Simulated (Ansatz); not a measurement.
For SiC (P6₃mc, No. 186, 12 atoms in the cell), rVV10 (Ansatz, a program for electronic structure, PAW) gives:

- lattice constant a: 3.105 Å
- lattice parameter c: 15.240 Å
- bulk modulus: 206 GPa
- cohesive energy: 6.38 eV/atom
- band gap: 2.21 eV
- formation enthalpy: -0.190 eV/atom

What does r²SCAN+rVV10 in Ansatz (plane waves, PAW) give for the same quantities?


- lattice constant a: 3.076 Å (drops by 0.9 %)
- lattice parameter c: 15.093 Å (drops by 1.0 %)
- bulk modulus: 229 GPa (grows by 11 %)
- cohesive energy: 6.59 eV/atom (goes up by 0.21 eV/atom)
- band gap: 2.36 eV (goes up by 0.15 eV)
- formation enthalpy: -0.324 eV/atom (moves by -0.134 eV/atom)

Changes are worked out from the printed values.

Unless a cell is named, each level is at its own relaxed cell (rVV10 10.60, r²SCAN+rVV10 10.30 Å³/atom).

Density-functional gaps are differences of (generalised) Kohn–Sham levels.

Caveats: the relaxation could not lower the start's symmetry, so the cell can be a saddle point above a distorted one (rVV10, r²SCAN+rVV10). Ansatz's density-functional and Hartree–Fock values are scalar-relativistic unless marked +SOC, with PAW data made under PBE.
